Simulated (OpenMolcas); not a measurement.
# How methods differ on BH3 (SMILES [H]B([H])[H])

BH3 has 4 atoms, charge 0, and is taken as a singlet. As SMILES, `[H]B([H])[H]`. The coordinates come from a GFN2-xTB relaxation.

| atom | x (Å) | y (Å) | z (Å) |
| --- | --- | --- | --- |
| B | 0.0001 | 0.0000 | -0.0014 |
| H | 1.1639 | -0.0303 | 0.0153 |
| H | -0.5553 | 1.0234 | -0.0186 |
| H | -0.6086 | -0.9931 | 0.0048 |

Each level gives the energy change with the B1–H4 bond stretched from 1.165 to 2.038 Å (eV). The values are calculated.

| level | kind | program | value (eV) | less FCI/3-21G |
| --- | --- | --- | --- | --- |
| HF/3-21G (restricted) | Hartree–Fock | OpenMolcas | 3.05 | +0.61 |
| SVWN5/3-21G (restricted) | LDA | OpenMolcas | 2.60 | +0.16 |
| PBE/3-21G (restricted) | GGA | OpenMolcas | 2.60 | +0.16 |
| r2SCAN/3-21G (restricted) | meta-GGA | OpenMolcas | 2.73 | +0.29 |
| B3LYP/3-21G (restricted) | global hybrid | OpenMolcas | 2.76 | +0.32 |
| PBE0/3-21G (restricted) | global hybrid | OpenMolcas | 2.78 | +0.34 |
| B2PLYP/3-21G (restricted) | double hybrid | OpenMolcas | 2.80 | +0.36 |
| MP2/3-21G (restricted) | perturbation theory | OpenMolcas | 2.80 | +0.36 |
| CISD/3-21G (restricted) | coupled cluster or CI | OpenMolcas | 2.54 | +0.10 |
| FCI/3-21G | exact in the basis | OpenMolcas | 2.44 | 0.00 |

FCI/3-21G is exact within its basis and frozen core, so for wave-function methods in that basis the difference is their error; functionals converge differently with the basis, so for them it is only a difference. Spin-restricted single references rise too steeply as a bond breaks, Hartree–Fock most of all. The first shape isn't each level's own minimum. The values span 2.44 to 3.05 eV. All rows use very small basis sets, so even the best lies far from the true value.
